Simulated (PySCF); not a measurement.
Published values to compare with (the computed states carry no symmetry labels, so the two lists aren't matched line by line):

```
     state  E (eV)      f   kind of transition  source
3A''(n→π*)    2.99              0-0 transition     [1]
1A''(n→π*)    3.24              0-0 transition     [1]
3A''(n→π*)    3.47         vertical absorption     [2]
1A''(n→π*)    3.80  0.000  vertical absorption     [2]
1A''(n→π*)    3.81         vertical absorption     [3]
 3A'(π→π*)    4.47         vertical absorption     [2]
1A''(π→π*)    5.51         vertical absorption     [3]
1A''(π→π*)    5.54  0.000  vertical absorption     [2]
```

[1] measured, gas; Loos, Lipparini, Boggio-Pasqua, Scemama, Jacquemin (2019), arXiv:1912.04173, literature columns
[2] computed, theoretical best estimate (aug-cc-pVTZ, frozen core, CC3 geometry), gas; Veril, Scemama, Caffarel, Lipparini, Boggio-Pasqua, Jacquemin, Loos, WIREs Comput. Mol. Sci. 2021, 11, e1517 (QUESTDB)
[3] computed, theoretical best estimate (aug-cc-pVTZ), revised with CC4, gas; Loos, Lipparini, Matthews, Blondel, Jacquemin, revising reference values with EOM-CC4 (2022), arXiv:2204.11658

C3H2O.
SMILES: `C(#C)C=O`

The calculation used TDDFT CAM-B3LYP/def2-SVPD, vertical, gas phase, core orbitals frozen in the response in PySCF 2.14.0, density-fitted response routines. Isolated species at its GFN2-xTB geometry, gas phase.

Computed singlets: 3.87 eV (f 0.000); 4.95 eV (f 0.000); 5.89 eV (f 0.111); 7.02 eV (f 0.000); 7.49 eV (f 0.005); 8.29 eV (f 0.006); 8.48 eV (f 0.178); 8.59 eV (f 0.058). Computed triplets (Tamm–Dancoff): 3.26, 4.10, 4.62 eV.

How does the lowest computed singlet compare with the best estimate listed for the lowest singlet (vertical absorption)?

3.87 eV against 3.80 eV for 1A''(n→π*) [2]: a difference of +0.07 eV. Geometry and basis of the two calculations needn't be the same.

How does the lowest computed triplet compare with the best estimate listed for the lowest triplet (vertical absorption)?

3.26 eV against 3.47 eV for 3A''(n→π*) [2]: a difference of -0.21 eV. Geometry and basis of the two calculations needn't be the same.

Note on [3]: revises the 2021 QUESTDB value.

Adiabatic (Te) and 0-0 energies refer to the relaxed excited state and aren't the vertical quantity computed here.
